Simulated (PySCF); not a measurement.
## Spin states of NaMg⁺

Unrestricted PBE0; Na 6-31G(d,p), Mg 6-31G(d,p); no relativity (PySCF 2.14). Outer shells of the fragments: Na+ closed shells only; Mg 3s2.

Followed along the bond (rough minima from three points):

```json
{"2Ms+1": "1", "unpaired": "none", "⟨S²⟩ at the start": "0.00", "R at minimum (Å)": "3.21", "Te (eV)": "0.00"}
{"2Ms+1": "3", "unpaired": "σ ↑↑", "⟨S²⟩ at the start": "2.00", "R at minimum (Å)": "none in the scan", "Te (eV)": "≤ 1.96"}
```

Solutions found at the starting distance of 3.030 Å, counted from the lowest of them; the search is not exhaustive and high or unbound solutions are not listed, so other states can lie among these:

| 2Ms+1 | unpaired | term | E (eV) | ⟨S²⟩ | ⟨Lz²⟩ | μ (D) |
| --- | --- | --- | --- | --- | --- | --- |
| 1 | none | ¹Σ⁺ | 0.00 | 0.00 | 0.00 | -2.39 |
| 3 | σ ↑↑ | ³Σ⁺ | 2.22 | 2.00 | 0.00 | -2.43 |
| 3 | σ ↑, π ↑ | ³Π | 3.04 | 2.00 | 1.00 | -2.65 |
| 1 | σ ↑, π ↓ | mixed | 3.70 | 1.00 | 1.00 | -2.46 |

A term symbol is given only where ⟨S²⟩ and ⟨Lz²⟩ are close to those of a pure state; real π, δ and φ orbitals otherwise mix terms. A positive dipole points towards Mg; it is taken about the centre of mass and depends on that origin.

Counting both spins, an empty level lies below a filled one in some of these solutions, because spin and occupation are held.
